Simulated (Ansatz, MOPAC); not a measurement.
Species: SiH3 (charge -1, singlet). SMILES: [SiH3-]

Atoms: Si1, H2, H3, H4. Bonds: Si1-H2, Si1-H3, Si1-H4.

Bond lengths (Å) and angles (degrees) optimised at AM1 with MOPAC; HF/STO-3G with Ansatz (a program for electronic structure); HF/6-31G* with Ansatz; MP2/6-31G* with Ansatz, each started from the B3LYP-D3(BJ)/def2-TZVP structure (Ansatz) of the last column. A row stands for all coordinates that are equal there. 6-31G* holds six Cartesian d functions. No wavenumbers were computed at HF/STO-3G, MP2/6-31G*, so these may be saddle points.

| coordinate | AM1 | HF/STO-3G | HF/6-31G* | MP2/6-31G* | B3LYP-D3(BJ)/def2-TZVP |
|---|---|---|---|---|---|
| Si1-H2 | 1.458 | 1.475 | 1.539 | 1.543 | 1.544 |
| H2-Si1-H3 | 120.0 | 92.4 | 95.4 | 94.9 | 94.1 |

Mean signed difference of all 3 bond lengths from B3LYP-D3(BJ)/def2-TZVP: AM1 -0.086 Å, HF/STO-3G -0.070 Å, HF/6-31G* -0.005 Å, MP2/6-31G* -0.001 Å.
